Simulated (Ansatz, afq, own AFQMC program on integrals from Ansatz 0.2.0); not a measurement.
AFQMC on a folder of integrals that Ansatz 0.2.0 wrote.

```yaml
crystal:
  periodic: [false, false, false]
  atoms:
    - {symbol: B, position_ang: [0.000000, 0.000000, 0.000000]}
    - {symbol: N, position_ang: [0.000000, 0.000000, 1.261538]}
basis:
  gaussian: {orbitals: 6-31G}
magnetization: {spin_polarized: true, initial_magnetization: 0}
correlation: {method: ccsd_t, electrons: outside_noble_gas, hamiltonian_folder: ham}
```

```sh
$ ansatz run in.yaml --threads 1 --pin off --events-out ev --progress --plain --max-ram 24576MiB --backend cuda --devices 0, --max-vram 18GiB
```

Options of the walk:

```
--method phaseless --trial hf --walkers 4000 --populations 20 --least-time 40 --time-step 0.005 --steps-per-block 20 --equilibration-blocks 112 --max-blocks 4000 --target-error 0.0008500 --factor-cut 1e-05 --start spin_pure --seed 5981 --taylor-order 6
```

Times are imaginary, in 1/Eh. The walk had a cap of 49 s. With eight or more populations the least sampling time is a fifth of least-time, and the error comes from their spread.

Output of the walk:

```
orbitals 16  electrons 4 4  factors 93 of 258
reference energy -78.94187351 Eh
CCSD correlation -0.14816913 Eh in 17 cycles, weight of the determinant in the CISD state 0.7123
energy of the start -78.961274 Eh
 block  time / (1/Eh)  mean weight  energy / Eh
     1     0.100  1.0001  -78.991460
     2     0.200  1.0009  -79.013973
     3     0.300  1.0010  -79.030720
     4     0.400  1.0008  -79.045468
     5     0.500  1.0009  -79.056496
     7     0.700  1.0005  -79.071252
     9     0.900  1.0003  -79.082974
    15     1.500  1.0003  -79.100829
    29     2.900  0.9996  -79.105837
    36     3.600  1.0001  -79.124333
    43     4.300  0.9997  -79.112587
    57     5.700  1.0001  -79.109321
    71     7.100  1.0001  -79.101078
    85     8.500  0.9997  -79.106709
    92     9.200  1.0002  -79.098605
    99     9.900  1.0000  -79.106216
   113    11.300  0.9998  -79.110303
   127    12.700  0.9992  -79.106131
   141    14.100  1.0003  -79.119038
   155    15.500  0.9998  -79.108919
   169    16.900  0.9999  -79.103641
   183    18.300  1.0001  -79.104854
   197    19.700  1.0000  -79.112332
   211    21.100  1.0000  -79.107195
   225    22.500  1.0004  -79.106587
   239    23.900  1.0000  -79.104377
   253    25.300  1.0005  -79.112453
   267    26.700  0.9999  -79.103141
   281    28.100  1.0002  -79.111433
   288    28.800  1.0000  -79.109826
error from the spread of 20 populations
energy -79.107402 +/- 0.000811 Eh
(rows thinned)
```

The run passed its tests (sampling time, drift between the halves within three errors, error under three times the target), which doesn't prove that it has relaxed.

Against this walk (error 22.1 meV) on the same determinant: CCSD(T) 292.3 meV higher, CCSDT(Q) 31.0 meV lower (within the noise), CCSDTQ 14.0 meV lower (within the noise), full CI 24.1 meV lower (within the noise), a separate phaseless walk with a CISD trial and standard settings 96.8 ± 22.3 meV higher. The error is statistical and leaves out the bias of the constraint. The determinant has ⟨S²⟩ = 1.35, so the low cluster orders mix in higher spin, while the walk starts as a pure singlet. The determinant is a poor start (see the cautions), so the low cluster orders aren't to be relied on, and full CI is the sure value.

Cautions: constraint bias not in the error; the search met a lower determinant of the same kind, perhaps of another symmetry (130 meV lower); strong correlation (T1 0.101, weight of the determinant 0.71, largest double 0.21); (Q) is large, 113 meV, so the cluster series hasn't closed; unrestricted determinant spin contaminated (⟨S²⟩ 1.35 against 0.00); CCSD(T) is in doubt: in a space of 8 electrons in 8 natural orbitals full CI lies 268 meV below it; the CCSDTQ amplitudes may be one of several solutions (largest double 0.53).

The walk took 18 s on 1 × NVIDIA H100 80GB HBM3 with 2 threads of AMD EPYC 7R13 Processor (Zen 3), on a shared host (the card was shared). The log's last line is the phaseless energy.

CCSDT and higher add their correlation energy to the determinant of the CCSD(T) run, since their own runs factorise the integrals more tightly (a shift of under 2 meV). A walk keeps the symmetry of its determinant, which the program's search chose and which needn't be the lowest solution, so a lower state of the same spin and another symmetry isn't excluded.
